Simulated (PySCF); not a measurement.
# C4H7ClO: the cost of one run

Computed with PySCF 2.14.0, with density-fitted response routines of our own, on a single molecule, in the gas phase or a continuum. Atoms are numbered from 0 throughout.

### 1 The molecule as given

13 atoms, charge 0, multiplicity 1; geometry from: GFN2-xTB. The atoms were then displaced at random by about 0.01 Å, so the start is not that level's minimum.

Bonds of the start (Å): C0–C1 1.54, C1–C2 1.54, C2–C3 1.44, C3–O4 1.20, C3–Cl5 1.81, C0–H6 1.11, C0–H7 1.07, C0–H8 1.05, C1–H9 1.08, C1–H10 1.09, C2–H11 1.10, C2–H12 1.09.

### 2 Relaxing the molecule at PBE0-D3(BJ)/def2-TZVP

The job: settings as JSON, then the geometry in Å.

```
{"job": {"xc": "PBE0", "basis": "def2-TZVP", "d3": "d3bj", "grid": 2, "shake": 0.01, "kind": "geom"}, "charge": 0, "multiplicity": 1}
C      1.845260    -0.021870    -0.038330
C      0.409850    -0.451950    -0.404420
C     -0.658680     0.359170     0.345500
C     -1.988440    -0.068310     0.004960
O     -2.378680    -0.924690    -0.746630
Cl    -3.243490     0.887220     0.891960
H      1.980130     1.049740    -0.293960
H      2.024850    -0.116210     1.016970
H      2.555960    -0.579020    -0.569130
H      0.249410    -0.335480    -1.464640
H      0.284180    -1.507560    -0.154350
H     -0.540210     1.427620     0.134050
H     -0.534310     0.264460     1.424310
```

Run with:

```bash
> OMP_NUM_THREADS=1 python probes_run.py task.json out
```

The driver reads the jobs from task.json and runs them one after another.

**Question.** How long does this first job take on 1 thread of AMD EPYC 9R14, shared host, and how much memory does it need?

About 2.7 min, with a peak of 1.2 GiB.
